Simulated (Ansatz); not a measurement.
# B2H (doublet): the correlation ladder at distance B1–H3 = 2.206 Å, 6-31G

One table from this session's results is given with a row withheld; the runs are named, their logs left out.

Computed with Ansatz 0.2.0, Gaussian basis. Level: 6-31G, core rule «outside noble gas», up to 2 orbitals frozen.

The runs, in order: UHF; CCSD(T) on ROHF; CCSD(T) on UHF; BCCD(T) on ROHF; CISD; CCSDT(Q) on ROHF; CCSDT(Q) on UHF; CISDTQ; CCSDTQ on ROHF; CCSDTQ on UHF; CASSCF and MRCISD+Q, 3 electrons in 3 orbitals; CASSCF and NEVPT2, 3 electrons in 3 orbitals; CASSCF and MRCISD+Q, 7 electrons in 9 orbitals; CASSCF and NEVPT2, 7 electrons in 9 orbitals; Full CI; Full CI in the symmetry of the determinant.

22 further runs of the same task are left out: 1 for a known fault of the program, 14 that didn't finish, 7 set aside as unsound or not needed.

## The system

The geometry derives from a PBE0/def2-TZVP stationary point (not a proven minimum). One bond is set to the value named and the two fragments are kept rigid.

3 atoms, charge 0, spin multiplicity 2.

Atoms are counted from 1 here; the program's logs count them from 0.

Bond lengths: B1–B2 1.523 Å.

The first run:

The input, in.yaml:

```yaml
crystal:
  periodic: [false, false, false]
  atoms:
    - {symbol: B, position_ang: [0.000000, 0.000000, -0.227763]}
    - {symbol: B, position_ang: [0.000000, 0.000000, -1.750475]}
    - {symbol: H, position_ang: [0.000000, 0.000000, 1.978237]}
basis:
  gaussian: {orbitals: 6-31G}
magnetization: {spin_polarized: true, initial_magnetization: 1}
hamiltonian: {xc: hf}
output: {orbitals: {seedname: orbitals}}
```

Launch:

```
ansatz run in.yaml --threads 1 --pin off --events-out ev --progress --plain --max-ram 2393MiB
```

Steps of the session up to this table: UHF; CCSD(T) on ROHF; CCSD(T) on UHF; BCCD(T) on ROHF; CISD; CCSDT(Q) on ROHF; CCSDT(Q) on UHF; CISDTQ; CCSDTQ on ROHF; CCSDTQ on UHF; CASSCF and MRCISD+Q, 3 electrons in 3 orbitals; CASSCF and NEVPT2, 3 electrons in 3 orbitals; CASSCF and MRCISD+Q, 7 electrons in 9 orbitals; CASSCF and NEVPT2, 7 electrons in 9 orbitals; Full CI; Full CI in the symmetry of the determinant.

One of the session's tables, all rows but one given; the rest of the session is left out.

```
          method  from FCI (kJ/mol)
  CASSCF valence              +66.4
  NEVPT2 valence                  ?
  MRCISD valence               +1.7
MRCISD+Q valence               +0.5
             FCI                  0
```

Estimate the missing values for NEVPT2 valence.

As computed: from FCI (kJ/mol): +19.7. In the column «from FCI (kJ/mol)» it lies between MRCISD valence (+1.7) and CASSCF valence (+66.4).

Not comparable, so not listed: CASSCF and MRCISD+Q, 3 electrons in 3 orbitals (they don't share determinant, frozen orbitals or solution with the rows shown, or repeat one).

Left out of the table: CASSCF pair, NEVPT2 pair (the active space lost an orbital or holds another state than full CI finds).

Caveats from the session: The determinant is far from a pure spin state, so its energy mixes those of several spin states (harmless only where they are near-degenerate, as at dissociation). The report flags that the cluster equations may have other roots. The yardstick is full CI for this spin, exact in this basis with these frozen cores. Left out of the table: ROHF, UHF, RMP2, UMP2, CISD, RCCSD, UCCSD, RCCSD(T), UCCSD(T), BCCD(T), RCCSDT, UCCSDT, CISDTQ, RCCSDT(Q), UCCSDT(Q), RCCSDTQ, UCCSDTQ (another determinant or state than the rows shown). With 3.6 effectively unpaired electrons against 1 the state is strongly multireference. Of the multireference levels listed MRCISD+Q valence comes nearest in total energy (+0.5 kJ/mol), which doesn't show that its space is the better one. Warnings in the runs' records: large difference, other roots, passed over end.
